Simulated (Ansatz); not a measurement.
**SiNHCl (quartet): from Hartree-Fock to the top rungs, cc-pVDZ**

An exercise on one series of results from a longer session: the logs are not shown, and one member is left open.

Program: Ansatz 0.2.0, Gaussian basis. Level of theory: cc-pVDZ, core rule «outside noble gas», up to 11 orbitals frozen. These are calculated values, not measurements.

Plan: UHF; CCSD(T) on ROHF; CCSD(T) on UHF; BCCD(T) on ROHF; CISD; CCSDT(Q) on ROHF; CCSDT(Q) on UHF.

3 further runs of the same task are left out: 3 set aside as unsound or not needed.

### The geometry

The geometry is a PBE0/def2-TZVP stationary point (not a proven minimum).

4 atoms, charge 0, spin multiplicity 4.

Atoms are counted from 1 here; the program's logs count them from 0.

Bond lengths: Cl1–Si2 2.052 Å, Si2–N3 1.827 Å, Si2–H4 1.498 Å. Angles: Cl1–Si2–N3 104.9°, Cl1–Si2–H4 107.1°, N3–Si2–H4 106.6°.

The first run:

Input file in.yaml:

```yaml
crystal:
  periodic: [false, false, false]
  atoms:
    - {symbol: Cl, position_ang: [-0.035512, -0.177529, 1.240568]}
    - {symbol: Si, position_ang: [0.121303, 0.593199, -0.655087]}
    - {symbol: N, position_ang: [-0.076204, -0.845946, -1.763564]}
    - {symbol: H, position_ang: [-1.071984, 1.470895, -0.874762]}
basis:
  gaussian: {orbitals: cc-pVDZ}
magnetization: {spin_polarized: true, initial_magnetization: 3}
hamiltonian: {xc: hf}
output: {orbitals: {seedname: orbitals}}
```

Launch:

```sh
$ ansatz run in.yaml --threads 1 --pin off --events-out ev --progress --plain --max-ram 4096MiB --backend cpu
```

Steps of the session up to this table: UHF; CCSD(T) on ROHF; CCSD(T) on UHF; BCCD(T) on ROHF; CISD; CCSDT(Q) on ROHF; CCSDT(Q) on UHF.

One of the session's tables, all rows but one given; the rest of the session is left out.

It belongs to the step «Misses and costs». 

```
   method  from UCCSDT(Q) (kJ/mol)
     ROHF                   +946.4
      UHF                   +926.4
     RMP2                   +136.2
     UMP2                   +135.9
     CISD                   +118.4
    RCCSD                        ?
    UCCSD                    +26.2
 RCCSD(T)                     +5.3
 UCCSD(T)                     +5.2
  BCCD(T)                     +5.2
   RCCSDT                     +2.0
   UCCSDT                     +1.8
RCCSDT(Q)                     +0.3
UCCSDT(Q)                        0
```

**Question.** Estimate the row for RCCSD.

As computed: from UCCSDT(Q) (kJ/mol): +26.7. In the column «from UCCSDT(Q) (kJ/mol)» it lies between UCCSD (+26.2) and CISD (+118.4).

Limits of these values: Restricted and unrestricted rows rest on different reference determinants; where their highest levels disagree by more than a few hundredths of an eV, they describe different states and don't form one ladder.
